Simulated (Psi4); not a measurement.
This Psi4 input (PBE/cc-pV(Q+d)Z) gives -291.13157 Eh with 154 basis functions.

```
memory 8100 MB

molecule {
-1 1
Si    0.08512521    0.08333339    0.08368655
H    -0.93940997   -0.90765273    0.67751647
H    -0.91388705    0.68123940   -0.93063229
H     0.66154409   -0.94025419   -0.91849584
}

set {
  basis cc-pv(q+d)z
  scf_type df
}

energy('pbe')
print_variables()
```

Change:
```diff
- basis cc-pv(q+d)z
+ basis 3-21g
```

Q: What does the run give now?

A: -289.55305 Eh (PBE/3-21G, 19 functions), a change of +1578.52 mEh.
